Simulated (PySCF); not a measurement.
# Ionisation energy of Ne by level of theory

Ne [Ne] (1S) → Ne⁺ [He] 2s2 2p5 (2P), as a difference of total energies. Computed with PySCF 2.14 in aug-cc-pVDZ (4s3p2d, 23 functions), with the non-relativistic Hamiltonian (point nucleus). Correlated levels: valence: 1s2 frozen. The calculations carry no spin-orbit coupling.

| method | ionisation energy (eV) |
| --- | --- |
| UHF | 19.850 |
| MP2 (valence) | 21.611 |
| SCS-MP2 (valence) | 21.466 |
| CCSD (valence) | 21.390 |
| CCSD(T) (valence) | 21.421 |
| CCSDT (valence) | 21.421 |

Errors of the correlated levels include the incompleteness of this basis and the frozen core.

**Question.** Which method comes closest to the reference value, and which is furthest?

**Answer.** The reference is 21.597 eV (measured; NIST levels, between the centres of gravity of the two terms). Closest: MP2 (valence) (error 0.014 eV); furthest: UHF (error -1.747 eV).
